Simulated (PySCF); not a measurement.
CH₄O, SMILES CO (connectivity only; charge and spin as stated), charge +1, multiplicity 2.

Coordinates come from a PBE-D3(BJ)/def2-TZVP optimisation. The multiplicity is an assumed one; other spin states were not compared.

The numbers are results of PySCF with TDA-B3LYP/def2-TZVPD, not measurements.

Vertical excitations. Isolated molecule, no solvent.

Q: List the lowest excited states. (Estimate from the structure and the level; the computed values follow.)

A: 
```csv
state,energy (eV),λ (nm),f,main pairs
root 1,2.23,555,0.000,β HOMO→LUMO 97 %
root 2,4.89,253,0.000,β HOMO−2→LUMO 97 %
root 3,5.37,231,0.135,β HOMO−1→LUMO 94 %
root 4,7.43,167,0.011,β HOMO−3→LUMO 96 %
root 5,9.39,132,0.002,α HOMO→LUMO 98 %
root 6,9.82,126,0.000,"α HOMO−1→LUMO 28 %, β HOMO→LUMO+1 68 %"
root 7,10.49,118,0.006,"α HOMO−1→LUMO 69 %, β HOMO→LUMO+1 29 %"
root 8,11.17,111,0.035,"α HOMO→LUMO+1 84 %, β HOMO−1→LUMO+1 7 %"
root 9,11.45,108,0.012,"α HOMO−1→LUMO+2 7 %, β HOMO−4→LUMO 83 %"
root 10,11.53,108,0.028,"α HOMO→LUMO+2 63 %, β HOMO→LUMO+2 21 %"
```
Unrestricted roots are not spin-pure.
